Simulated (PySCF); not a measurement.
# C5H9N: the cost of one run

Programs: PySCF 2.14.0, with density-fitted response routines of our own. Each step states its level of theory. These are calculated values for one molecule in the gas phase, unless marked as measured. Atoms count from 0, in the outputs and in this text.

## Step 1: Starting geometry

15 atoms, charge 0, multiplicity 1; geometry from: GFN2-xTB.

Bonds of the start (Å): C0–C1 1.53, C1–C2 1.53, C1–C3 1.53, C1–C4 1.45, C4–N5 1.14, C0–H6 1.09, C0–H7 1.09, C0–H8 1.09, C2–H9 1.09, C2–H10 1.09, C2–H11 1.09, C3–H12 1.09, C3–H13 1.09, C3–H14 1.09.

## Step 2: Relaxing the molecule at PBE0-D3(BJ)/def2-SVP

What the job is given:

```
{"job": {"xc": "PBE0", "basis": "def2-SVP", "d3": "d3bj", "grid": 1, "kind": "geom"}, "charge": 0, "multiplicity": 1}
C      0.691960     1.538710    -0.040720
C      0.125210     0.141220    -0.319320
C     -1.047530     0.223390    -1.304180
C      1.220680    -0.784920    -0.861360
C     -0.363250    -0.412810     0.929040
N     -0.749150    -0.847870     1.913230
H     -0.077610     2.191170     0.365290
H      1.509490     1.484640     0.676730
H      1.065200     1.975120    -0.964860
H     -1.464770    -0.764450    -1.486860
H     -0.704780     0.636740    -2.250460
H     -1.834910     0.862370    -0.911100
H      2.042850    -0.862470    -0.153680
H      0.824300    -1.783880    -1.038750
H      1.605700    -0.389630    -1.799070
```

**Question.** How long does this first job take on 4 threads of Arm Neoverse V2, shared host?

About 16 s.
